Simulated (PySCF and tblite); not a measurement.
The numbers below are computed, except where a source is named.
C4H6O, numbered as in [O:1]=[CH:2][CH:3]1[CH2:4][CH2:5]1. The ensemble was built from 60 distance-geometry starts (ETKDG and KDG, MMFF94s, GFN2-xTB) and rests on PBE0-D3(BJ)/def2-SVP geometries. Free energies are B97-D-D3(BJ)/def2-SVP single points with GFN2-xTB rigid-rotor and vibrational terms (modes under about 100 cm⁻¹ blended into free rotors). Symmetry numbers and mirror images are counted. Conformers within 3 kcal/mol (GFN2-xTB free energy) were kept, 3 at most. GIAO shieldings: PBE0/pcSseg-1. Shifts are against TMS (¹H), TMS (¹³C) at the same level. Run with PySCF (density fitting) and tblite.

Torsions listed: O1–C2–C3–C4.

| conformer | shape | point group | mirror pair | ΔE(DFT) | Δ(G−E) at 150 K | δ H2 (ppm) |
| --- | --- | --- | --- | --- | --- | --- |
| 1 | 34° | Cs | no | 0.00 | 0.00 | 10.16 |
| 2 | -148° | Cs | no | 0.34 | 0.07 | 8.43 |

Energies in kcal/mol; the thermal term leaves out symmetry numbers and mirror images.

(1) Work out the weights at 150 K and the ¹H shift of H2 under fast exchange.

## Answers

(1) RT = 0.298 kcal/mol. Each conformer gets RT ln(σ/g), with σ the rotational symmetry number and g = 2 for a mirror pair: 1: σ = 1, g = 1, G = 0.00 + 0.00 + 0.00 = 0.00, 0.00 above the lowest, exp(−ΔG/RT) = 1.000; 2: σ = 1, g = 1, G = 0.34 + 0.07 + 0.00 = 0.41, 0.41 above the lowest, exp(−ΔG/RT) = 0.252. The sum is 1.252, so the weights are 79.9, 20.1 %. The averaged shift is 9.81 ppm. At 298.15 K it is 9.61 ppm. At 298.15 K the leading conformer alone gives 10.16 ppm and bare DFT energies give 9.54 ppm.
